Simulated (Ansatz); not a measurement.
## Rock-salt ZrC

Method: BLYP in Ansatz (PAW).

Numerical settings: plane-wave cutoff 520 eV, 16×16×16 k mesh, Fermi–Dirac smearing 0.1 eV, perturbation theory, scalar-relativistic PAW data made under PBE.

Cell (relaxed at this level):

```xyz
2
Lattice="0.0000 2.3804 2.3804 2.3804 0.0000 2.3804 2.3804 2.3804 0.0000" Properties=species:S:1:pos:R:3 pbc="T T T"
Zr     0.0000     0.0000     0.0000
C      2.3804     2.3804     2.3804
```

| Item | Result |
|---|---|
| TO(Γ) frequency | 377 cm⁻¹ |

Ansatz is a first-principles code.
